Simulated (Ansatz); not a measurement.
System: CS2, net charge -1, doublet state. 
Geometry from a B3LYP-D3(BJ)/def2-TZVP (Ansatz, a quantum-chemistry and plane-wave program) optimisation:
```xyz
3

S     -1.5518     0.1147     0.0561
C     -0.0060    -0.1956    -0.3818
S      1.5540    -0.0413     0.0871
```
Charge -1, spin multiplicity 2.

Basis-set convergence of Hartree-Fock and CCSD(T) correlation energies (hartree) with Ansatz. Cores are frozen in the correlated levels unless marked. UHF or UKS for open shells. No spin-orbit coupling. No relativistic terms. This anion needs diffuse functions, which these sets lack.

```tsv
basis	functions	E(HF)	E(corr, CCSD(T))
cc-pV(D+d)Z	60	-832.93425	-0.41761
cc-pV(T+d)Z	108	-832.97569	-0.53892
cc-pV(Q+d)Z	183	(withheld)	(withheld)
```

**Question.** What belongs in the gaps?

**Answer.** 
- cc-pV(Q+d)Z, E(HF): -832.98797
- cc-pV(Q+d)Z, E(corr, CCSD(T)): -0.57890
